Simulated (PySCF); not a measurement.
Atoms are numbered as in `[CH2:1]=[CH:2][N:3]=[C:4]=[O:5]`. Each H is labelled by its parent atom. Ha(C1) is cis to N3; Hb(C1) is trans to N3.

GIAO shifts from PySCF 2.14 on PBE0-D3(BJ)/def2-TZVP geometries (one conformer, non-relativistic, equivalent nuclei averaged), against TMS at the same level and in the same medium; PCM means IEF-PCM chloroform.

Measured (solution, not stated per compound (mostly CDCl3 or CCl4); Pretsch, Buehlmann, Badertscher, Structure Determination of Organic Compounds, 4th ed. (2009)): H(C2) 6.12, Hb(C1) 4.77, Ha(C1) 5.01 ppm.

**Question.** Which unscaled values do B97-2/pcSseg-2, gas; WP04/pcSseg-2, PCM; wB97X-D/pcSseg-2, PCM give, and how close are they?

**Answer.** 
```
 atoms  measured  B97-2/pcSseg-2, gas  WP04/pcSseg-2, PCM  wB97X-D/pcSseg-2, PCM
 H(C2)      6.12                 5.67                5.56                   5.85
Hb(C1)      4.77                 5.33                5.45                   5.60
Ha(C1)      5.01                 5.30                5.37                   5.58
```

Mean absolute error for 1H: B97-2/pcSseg-2, gas 0.43, WP04/pcSseg-2, PCM 0.53, wB97X-D/pcSseg-2, PCM 0.56 ppm.
